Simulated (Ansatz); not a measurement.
# [Eu(H2O)6]3+ (EuH12O6 (+3)): one state, many levels

One table from this session's results is given with a row withheld; the runs are named, their logs left out.

The runs use Ansatz 0.2.0, Gaussian basis; as each input shows.

The runs, in order: PBE-D4/def2-TZVP, r2SCAN-D4/def2-TZVP, CAM-B3LYP-D4/def2-TZVP, r2SCANh-D4/def2-TZVP, PBE-D4/def2-SVP, PBE0-D4/def2-SVP, MP2/def2-SVP, RPA/def2-SVP.

### The relaxed structure

The geometry is that of the septet, from an earlier relaxation (r2SCAN-D4/def2-SVP).

19 atoms, charge 3, spin multiplicity 7.

Atoms are counted from 1 here; the program's logs count them from 0.

Bond lengths: Eu1–O2 2.385 Å, Eu1–O5 2.385 Å, Eu1–O8 2.385 Å, Eu1–O11 2.385 Å, Eu1–O14 2.385 Å, Eu1–O17 2.385 Å, O2–H3 0.979 Å, O2–H4 0.979 Å, O5–H6 0.979 Å, O5–H7 0.979 Å, O8–H9 0.979 Å, O8–H10 0.979 Å, O11–H12 0.979 Å, O11–H13 0.979 Å, O14–H15 0.979 Å, O14–H16 0.979 Å, O17–H18 0.979 Å, O17–H19 0.979 Å. Angles: O2–Eu1–O5 179.9°, O2–Eu1–O8 89.2°, O2–Eu1–O11 90.7°, O2–Eu1–O14 90.5°, O2–Eu1–O17 89.1°, O5–Eu1–O8 90.8°, O5–Eu1–O11 89.2°, O5–Eu1–O14 89.3°, O5–Eu1–O17 91.0°, O8–Eu1–O11 179.9°, O8–Eu1–O14 89.3°, O8–Eu1–O17 90.8°, O11–Eu1–O14 90.5°, O11–Eu1–O17 89.3°, O14–Eu1–O17 179.6°, Eu1–O2–H3 127.4°, Eu1–O2–H4 128.6°, H3–O2–H4 103.9° and more.

Eu takes a core potential in the def2 sets. No spin-orbit coupling is included. The ion is computed in the gas phase, without counter-ions or solvent.

PBE0-D4/def2-TZVP was run before; its log isn't repeated, and its numbers join the tables.

The first run:

start.molden holds the orbitals of an earlier run on this state, given as this run's starting guess.

in.yaml

```yaml
crystal:
  periodic: [false, false, false]
  atoms:
    - {symbol: Eu, position_ang: [0.002124, -0.001794, -0.002713]}
    - {symbol: O, position_ang: [0.182708, 0.170499, 2.369511]}
    - {symbol: H, position_ang: [0.213817, 0.989014, 2.906387]}
    - {symbol: H, position_ang: [0.290450, -0.546711, 3.026959]}
    - {symbol: O, position_ang: [-0.180451, -0.169562, -2.375240]}
    - {symbol: H, position_ang: [-0.287226, 0.549370, -3.031072]}
    - {symbol: H, position_ang: [-0.220137, -0.986609, -2.913811]}
    - {symbol: O, position_ang: [2.374407, 0.181284, -0.165185]}
    - {symbol: H, position_ang: [3.028122, 0.294570, 0.554534]}
    - {symbol: H, position_ang: [2.915653, 0.211671, -0.980959]}
    - {symbol: O, position_ang: [-2.371027, -0.180012, 0.159751]}
    - {symbol: H, position_ang: [-2.911652, -0.213115, 0.975596]}
    - {symbol: H, position_ang: [-3.025296, -0.290026, -0.560023]}
    - {symbol: O, position_ang: [-0.165576, 2.370682, -0.184890]}
    - {symbol: H, position_ang: [-0.983442, 2.907902, -0.223553]}
    - {symbol: H, position_ang: [0.552559, 3.027368, -0.291947]}
    - {symbol: O, position_ang: [0.163257, -2.373542, 0.195405]}
    - {symbol: H, position_ang: [-0.557296, -3.026686, 0.307432]}
    - {symbol: H, position_ang: [0.979006, -2.914292, 0.233808]}
basis:
  gaussian: {orbitals: def2-TZVP, initial_orbitals: start.molden}
total_charge: 3
magnetization: {spin_polarized: true, initial_magnetization: 6}
hamiltonian: {xc: pbe, dispersion: d4}
scf: {omitted_lower_state_checks: [starts]}
output: {orbitals: {seedname: orbitals}}
```

Command:

```sh
ansatz run in.yaml --threads 4 --pin off --events-out ev --progress --plain --max-ram 6963MiB
```

Steps of the session up to this table: PBE-D4/def2-TZVP; r2SCAN-D4/def2-TZVP; CAM-B3LYP-D4/def2-TZVP; r2SCANh-D4/def2-TZVP; PBE-D4/def2-SVP; PBE0-D4/def2-SVP; MP2/def2-SVP; RPA/def2-SVP.

One of the session's tables, all rows but one given; the rest of the session is left out.

| level | HOMO (eV) | LUMO (eV) | gap (eV) |
| --- | --- | --- | --- |
| PBE-D4/def2-SVP | -20.24 | -20.00 | 0.24 |
| PBE-D4/def2-TZVP | -20.45 | -20.18 | 0.27 |
| r2SCAN-D4/def2-TZVP | -21.06 | -20.23 | 0.83 |
| r2SCANh-D4/def2-TZVP | -21.88 | -19.52 | 2.36 |
| PBE0-D4/def2-SVP | ? | ? | ? |
| PBE0-D4/def2-TZVP | -22.65 | -18.48 | 4.18 |
| CAM-B3LYP-D4/def2-TZVP | -24.21 | -17.02 | 7.19 |

Q: Estimate the row for PBE0-D4/def2-SVP from the others.

As computed: HOMO (eV): -22.52; LUMO (eV): -18.60; gap (eV): 3.92. In the column «HOMO (eV)» it lies between PBE0-D4/def2-TZVP (-22.65) and r2SCANh-D4/def2-TZVP (-21.88).
